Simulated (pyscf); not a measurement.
PySCF, gas phase, ωB97X-D3(BJ)/def2-SVP geometries.

SMILES: [OH][Sn]([Cl])([Cl])[Cl]
```xyz
6

O     -0.1886    -0.3667     1.4193
Sn     0.3315     0.1579    -0.3857
Cl     2.1864     1.5312    -0.3299
Cl    -1.3686     1.3082    -1.4397
Cl     0.7963    -1.7798    -1.5273
H     -0.3028     0.3886     2.0120
```
Charge 0, spin multiplicity 1.

**Question.** List the bond dissociation enthalpies at 298 K of HO–Sn(Cl)(Cl)–Cl from ωB97M-D3(BJ)/def2-TZVP, from the weakest bond up.

**Answer.** O–Sn to OH• + Cl–Sn•(Cl)–Cl: 3.59 eV; Cl–Sn to HO–Sn•(Cl)–Cl + Cl•: 3.61 eV; H–O to •O–Sn(Cl)(Cl)–Cl + H•: 5.12 eV. Ring and multiple bonds, and those that leave no two simple radicals, are not listed. Other isomers of •O–Sn(Cl)(Cl)–Cl, HO–Sn•(Cl)–Cl were not searched in full and may lie lower. Left out: the spin-orbit lowering of Cl, OH. Elements past Kr carry the def2 core potentials, without spin-orbit coupling.
